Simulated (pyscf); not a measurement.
HO–GeH₂–Cl (SMILES [OH][GeH2][Cl]) -> Cl–GeH: (SMILES [Cl][GeH]) [singlet] + H₂O (SMILES O), a 1,1-elimination (singlet surface; Ge–O, Ge–H broken, H–O formed). Optimised with ωB97X-D3(BJ)/def2-SVP in PySCF. MP2 and CC: frozen core, UHF for open shells. ΔMP2 is the change of the MP2 total energy from the triple- to the quadruple-zeta basis. Energies in kJ/mol from the reactant's lowest minimum found.

Small-basis levels: PySCF, no dispersion term, spherical d functions. AM1 to PM7: differences of heats of formation from MOPAC. Cost: rough CPU time at the saddle relative to B3LYP/6-31G*+LANL2DZ, from one job on a shared machine.

```
level                             barrier  reaction energy        cost
--------------------------------  -------  ---------------  ----------
HF/6-31G*+LANL2DZ                   340.7           +138.2         0.1
BP86/6-31G*+LANL2DZ                 222.6           +148.9           1
B3LYP/3-21G                         251.8           +237.2           1
B3LYP/LANL2DZ                       244.8           +148.9         0.8
M06-2X/6-31G*+LANL2DZ               278.6           +172.4           2
PBE/def2-SVP                        210.1           +148.9           2
B3LYP/def2-SVP                      240.8           +139.5           2
PM3                                 267.7           +252.6  under 0.02
PM7                                 176.3           +166.2  under 0.02
CCSD(T)/def2-TZVPP + ΔMP2(QZVPP)    259.7           +148.5           –
```

Against the last row the barrier runs from -83.4 (PM7) to +81.0 kJ/mol (HF/6-31G*+LANL2DZ). CCSD(T)/def2-TZVPP + ΔMP2(QZVPP) has limits of its own. On the product side the descent ends in a bound adduct, 69.0 kJ/mol under the separated species and 177.4 kJ/mol under the saddle at ωB97X-D3(BJ)/def2-TZVP. At ωB97X-D3(BJ) the barrier from the zero used here is 269.4 kJ/mol. This is the saddle that the search found; another between the same sides may lie lower. The CCSD(T) − MP2 part came from Ansatz, without density fitting, on the same reference. The frozen core leaves the outer d or s,p core shells of the metals and heavy elements correlated in the MP2 and CC values, and def2-TZVPP describes them poorly, which can shift differences by a few kcal/mol. In the def2 sets elements up to Kr have no core potential.
